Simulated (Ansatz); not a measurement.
# Match the barriers

Saddle point of BNH$_{3}$F, singlet (BNH₃F ([NH2][BH][F]) → BNHF ([NH][B][F]) + H₂; bonds formed: H2–H4; bonds broken: B1–H2, N3–H4), PBE0-D4/def2-TZVP structure:

```
6
angstrom
B 0.1500 0.2953 0.3117
H 1.3552 -0.2805 -0.2085
N -0.8121 -0.3085 -0.3648
H 0.5901 -0.6371 -0.6189
F 0.5327 1.1637 1.2261
H -1.8159 -0.2329 -0.3457
```

Ansatz 0.2.0; basis: def2-TZVPP, with def2-QZVPP for the basis limit; cores frozen in the correlated methods. Extrapolation: Hartree–Fock as exp(−7.88 √X), correlation as X^−2.97. Four methods, as single points on the PBE0-D4 structures, gave these electronic barriers from the start structure: 70.57, 79.46, 82.72, 97.69 kcal/mol.

Problem. The methods were, in alphabetical order, CCSD(T), HF, PBE0-D4, SPW92. Which gave which? (A judgement: the text doesn't fix the answer.)

Solution. Computed: SPW92 70.57; PBE0-D4 79.46; CCSD(T) 82.72; HF 97.69 kcal/mol. For comparison, CCSD(T) at an estimated basis limit (MP2 extrapolated from triple and quadruple zeta, plus CCSD(T) − MP2 in triple zeta) gives 82.02 kcal/mol.

The T1 diagnostic stays at or below 0.015.

Labels in which every atom is bracketed show which atoms are joined, not bond orders.

For scale, one of the runs: CCSD(T)/def2-TZVPP, 135 basis functions, launched by `ansatz run in.yaml --threads 2 --pin off --events-out ev --progress --plain --max-ram 4352MiB`. Hardware: 2 CPU threads of an Arm Neoverse V2, shared host. Wall time 8.5 s; peak host memory 0.75 GiB.
